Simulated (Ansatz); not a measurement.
A nudged elastic band was laid between two geometries of C₂H₄OS (8 atoms, charge 0, multiplicity 1).

Computed with RKS B3LYP/def2-SVP in Ansatz 0.2.0.

| Item | Value |
| --- | --- |
| movable images | 9 |
| climbing image | yes |
| spring | 0.1 eV/Å² |
| optimiser | quadratic models (default) |
| start path | through a guess of the saddle point |
| force threshold | 0.05 eV/Å |
| iteration limit | 60 |
| end points | relaxed |

Initial state:

```xyz
8
Properties=species:S:1:pos:R:3
H -1.497 -1.253 -1.089
O -1.032 -1.052 -0.257
C -0.201 -0.034 -0.509
C 0.566 0.357 0.720
S -0.078 0.664 -1.988
H 1.121 -0.516 1.102
H -0.139 0.658 1.513
H 1.260 1.177 0.508
```

Final state:

```xyz
8
Properties=species:S:1:pos:R:3
H -1.490 -0.511 -2.136
O -0.524 -1.608 -0.008
C -0.235 -0.453 -0.162
C 0.610 0.360 0.797
S -0.795 0.515 -1.595
H 1.016 -0.307 1.568
H -0.010 1.137 1.272
H 1.429 0.867 0.264
```

Q: Which bonds break or form, and what moves?

A: Bonds broken: H1–O2. Bonds formed: H1–S5.

Q: What energy profile does the band end with?

A: It converged. The highest image is number 6 of 0 to 10, 114.1 kJ/mol above the first end and 129.7 kJ/mol above the last; the last end lies 15.6 kJ/mol below the first. Another band between the same ends (9 images) ends at a top of the same energy, where a vibrational analysis finds 1 clearly imaginary mode. The orbitals stay closed-shell, which can raise the energy where a bond breaks towards radicals; this wasn't checked here.

| image | path coordinate (Å) | energy (kJ/mol) | H1–O2 (Å) | H1–S5 (Å) |
| --- | --- | --- | --- | --- |
| 0 | 0.00 | 0.0 | 0.97 | 2.55 |
| 1 | 0.33 | 0.4 | 0.97 | 2.55 |
| 2 | 0.66 | 1.2 | 0.98 | 2.54 |
| 3 | 0.97 | 2.1 | 0.98 | 2.54 |
| 4 | 1.27 | 12.6 | 0.99 | 2.29 |
| 5 | 1.55 | 61.4 | 1.08 | 1.93 |
| 6 | 1.83 | 114.1 | 1.35 | 1.65 |
| 7 | 2.10 | 67.7 | 1.68 | 1.44 |
| 8 | 2.37 | 15.6 | 2.02 | 1.36 |
| 9 | 2.64 | -9.1 | 2.33 | 1.35 |
| 10 | 2.90 | -15.6 | 2.58 | 1.35 |

Q: What is the geometry of the highest image?

A: 
```xyz
8
Properties=species:S:1:pos:R:3:forces:R:3
H -1.225 -0.922 -1.506 0.00 -0.01 0.00
O -0.714 -1.363 -0.339 0.00 0.01 -0.01
C -0.255 -0.183 -0.343 0.00 -0.01 0.01
C 0.586 0.346 0.775 0.00 0.00 0.00
S -0.758 0.644 -1.757 0.00 0.01 0.00
H 0.857 -0.467 1.461 0.00 0.00 0.00
H 0.017 1.113 1.326 0.00 0.00 0.00
H 1.491 0.832 0.382 0.00 0.00 0.00
```

Run time: 94 s on 2 threads of Arm Neoverse V2, with other jobs on the host, peak memory 0.15 GiB.
